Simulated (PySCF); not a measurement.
# U-wB97M-D4/pc-1 (density fitting with cc-pvtz-jkfit) run of C2H4Cl (SMILES [CH2]CCl)

We compute a structure relaxation of C2H4Cl. The job is set up through a Python script.

The calculation is run with PySCF 2.14.0.

2 further runs of the same task are left out: 2 set aside as unsound or not needed.

### 1 The molecule

C2H4Cl: 7 atoms, total charge 0, spin state doublet. SMILES: `[CH2]CCl`. The coordinates come from a GFN2-xTB relaxation. This is one conformer, not always the lowest. The run starts from this shape.

Bond lengths: C1–C2 1.425 Å, C2–Cl3 1.911 Å, C1–H4 1.074 Å, C1–H5 1.074 Å, C2–H6 1.086 Å, C2–H7 1.086 Å. Angles: C1–C2–Cl3 108.3°, C1–C2–H6 115.1°, C1–C2–H7 115.1°, Cl3–C2–H6 101.9°, Cl3–C2–H7 102.0°, C2–C1–H4 120.5°, C2–C1–H5 120.5°, H6–C2–H7 112.6°, H4–C1–H5 117.9°.

### 2 A geometry optimisation at U-wB97M-D4/pc-1 (density fitting with cc-pvtz-jkfit)

job.py reads:

```python
from pyscf import gto, dft
from pyscf.geomopt.geometric_solver import kernel as optimise

system = gto.M(
    atom='''
C       -0.667370       0.344860      -0.484300
C        0.521330       0.046720       0.243200
Cl       0.376050      -1.732040       0.927550
H       -0.771800       0.034620      -1.507220
H       -1.544870       0.696490       0.025710
H        0.662030       0.624990       1.151160
H        1.424630      -0.015630      -0.356110
''',
    basis='pc-1',
    spin=1,
    max_memory=1860,
    verbose=4,
)

myscf = dft.UKS(system)
myscf.xc = 'wb97m-d4'
myscf = myscf.density_fit(auxbasis='cc-pvtz-jkfit')
converged, mol_eq = optimise(myscf, maxsteps=50, convergence_set='GAU_TIGHT', coordsys='dlc')
print('converged:', converged)
print(mol_eq.tostring())

myscf.reset(mol_eq)
system = mol_eq
myscf.kernel()
etot = myscf.e_tot
print('E(%s) = %.9f' % ('WB97M-D4', etot))
```

Started as:

```console
$ OMP_NUM_THREADS=1 python job.py
```

Output:

```text
PySCF version 2.14.0

[... 77 lines left out ...]
WARN: Mole.unit (angstrom) is changed to Bohr
[... 330 lines left out ...]
converged SCF energy = -538.796861686395  <S^2> = 0.75515969  2S+1 = 2.005153
[... 435 lines left out ...]
converged SCF energy = -538.79697647046  <S^2> = 0.75474581  2S+1 = 2.0047402
[... 375 lines left out ...]
converged SCF energy = -538.796976544178  <S^2> = 0.75474672  2S+1 = 2.0047411
[... 298 lines left out ...]
Not rejecting step - energy change meets convergence criteria
[... 246 lines left out ...]
converged SCF energy = -538.796976546671  <S^2> = 0.75474643  2S+1 = 2.0047408
[... 116 lines left out ...]
converged SCF energy = -538.796976546638  <S^2> = 0.75474708  2S+1 = 2.0047415
E(WB97M-D4) = -538.796976547
```

Run time: 3.7 min. Hardware: 1 thread of Arm Neoverse V2, shared host; peak memory 0.69 GiB.

The path in brief:

```csv
step,energy from the first frame kept (eV),largest force (eV/Å)
0,0.0000,1.0576
1,-0.0272,0.5772
2,-0.0360,0.2692
3,-0.0383,0.1173
4,-0.0390,0.0506
5,-0.0391,0.0158
6,-0.0391,0.0048
7,-0.0391,0.0023
8,-0.0391,0.0010
9,-0.0391,0.0005
10,-0.0391,0.0004
11,-0.0391,0.0006
12,-0.0391,0.0004
13,-0.0391,0.0003
14,-0.0391,0.0003
15,-0.0391,0.0003
16,-0.0391,0.0003
```

After the run. Bond lengths: C1–C2 1.461 Å, C2–Cl3 1.858 Å, C1–H4 1.087 Å, C1–H5 1.087 Å, C2–H6 1.091 Å, C2–H7 1.091 Å. Angles: C1–C2–Cl3 110.5°, C1–C2–H6 113.3°, C1–C2–H7 113.3°, Cl3–C2–H6 104.4°, Cl3–C2–H7 104.4°, C2–C1–H4 120.2°, C2–C1–H5 120.2°, H6–C2–H7 110.1°, H4–C1–H5 118.3°.

### 3 What came out

At U-wB97M-D4/pc-1 (density fitting with cc-pvtz-jkfit):

| quantity | value |
| --- | --- |
| total energy at the end | -538.79698 Eh |
| dipole moment | 2.16 D |
| HOMO energy (highest over α and β) | -9.02 eV |
| LUMO energy (lowest over α and β) | -0.51 eV |
| dispersion energy | -12.15 kJ/mol |
| ⟨S²⟩ | 0.755 |

What this shows: At the final geometry: Bond lengths: C1–C2 1.461 Å, C2–Cl3 1.858 Å, C1–H4 1.087 Å, C1–H5 1.087 Å, C2–H6 1.091 Å, C2–H7 1.091 Å. Angles: C1–C2–Cl3 110.5°, C1–C2–H6 113.3°, C1–C2–H7 113.3°, Cl3–C2–H6 104.4°, Cl3–C2–H7 104.4°, C2–C1–H4 120.2°, C2–C1–H5 120.2°, H6–C2–H7 110.1°, H4–C1–H5 118.3°. The optimisation took 16 steps and changed the energy by -0.039 eV.
